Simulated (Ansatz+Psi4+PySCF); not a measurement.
triplet O₂ in separate pieces: levels of theory in one basis

```csv
atom,x (Å),y (Å),z (Å)
O,0.0000,0.0000,0.6230
O,0.0000,0.0000,-3.1149
```

Basis set: cc-pVTZ (spherical functions). Left uncorrelated: 2 orbitals. Correlation on ROHF uses semicanonical orbitals with singles. Charge 0, multiplicity 3.

Computed with Ansatz (development build ahead of 0.2.0); each method stands on the lowest determinant of its kind that the runs found.

```tsv
method	E − E(ROHF) (eV)	<S²> of the determinant
ROHF	0.00	2.00
UHF	-2.65	3.02
ROHF-MP2	-8.55	–
UHF-MP2	-10.39	3.02
UHF-CCSD	-11.59	3.02
UHF-CCSD(T)	-11.97	3.02
```

Question: Is a single determinant a sound starting point here?

Answer: It is doubtful. Unrestricted orbitals lower Hartree–Fock by 2.65 eV and <S²> is 3.02 where a pure state has 2.00, a sign of strong static correlation.

Caution: the determinant breaks the point group. Caution for ROHF, ROHF-MP2: an unrestricted determinant lies well below. Caution for UHF, UHF-MP2, UHF-CCSD, UHF-CCSD(T): the unrestricted determinant is a mixture of spin states. Caution for ROHF-MP2: bonds are stretched, where a single reference can fail. Caution for ROHF-MP2, UHF-MP2: another reference gives a lower total. Caution for UHF-MP2, UHF-CCSD, UHF-CCSD(T): large amplitudes, a single reference is doubtful. Caution for UHF-CCSD, UHF-CCSD(T): the program doubts this total.
